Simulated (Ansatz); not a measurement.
# SiH₂O (triplet): wave-function methods side by side, def2-QZVPP

One table from this session's results is given with a row withheld; the runs are named, their logs left out.

Computed with Ansatz 0.2.0, Gaussian basis. Level: def2-QZVPP, core rule «outside noble gas», up to 6 orbitals frozen.

The runs, in order: UHF; ROHF; CCSD(T) on UHF.

2 further runs of the same task are left out: 2 set aside as unsound or not needed.

## What is computed

The geometry is a PBE0/def2-TZVP stationary point (not a proven minimum) of the parent state, kept for this charge and spin.

4 atoms, charge 0, spin multiplicity 3.

Atoms are counted from 1 here; the program's logs count them from 0.

Bond lengths: Si1–O2 1.657 Å, Si1–H3 1.532 Å, O2–H4 0.961 Å. Angles: O2–Si1–H3 94.4°, Si1–O2–H4 114.2°.

Set-up of the first run:

File in.yaml:

```yaml
crystal:
  periodic: [false, false, false]
  atoms:
    - {symbol: Si, position_ang: [0.000000, -0.118572, 0.606157]}
    - {symbol: O, position_ang: [0.000000, 0.162082, -1.027349]}
    - {symbol: H, position_ang: [0.000000, 1.366569, 0.980666]}
    - {symbol: H, position_ang: [0.000000, -0.635437, -1.563283]}
basis:
  gaussian: {orbitals: "def2-QZVPP.json"}
magnetization: {spin_polarized: true, initial_magnetization: 2}
hamiltonian: {xc: hf}
output: {orbitals: {seedname: orbitals}}
```

Command:

```bash
$ ansatz run in.yaml --threads 1 --pin off --events-out ev --progress --plain --max-ram 4096MiB --backend cpu
```

Among the steps run: UHF; ROHF; CCSD(T) on UHF.

One of the session's tables, all rows but one given; the rest of the session is left out.

```
  method  from UCCSD(T) (meV)
    ROHF                    ?
     UHF             +10331.3
    UMP2               +756.2
   UCCSD               +392.9
UCCSD(T)                    0
```

Q: Estimate the row for ROHF from the others.

**Answer.** from UCCSD(T) (meV): +10392.9. In the column «from UCCSD(T) (meV)» it is the highest.
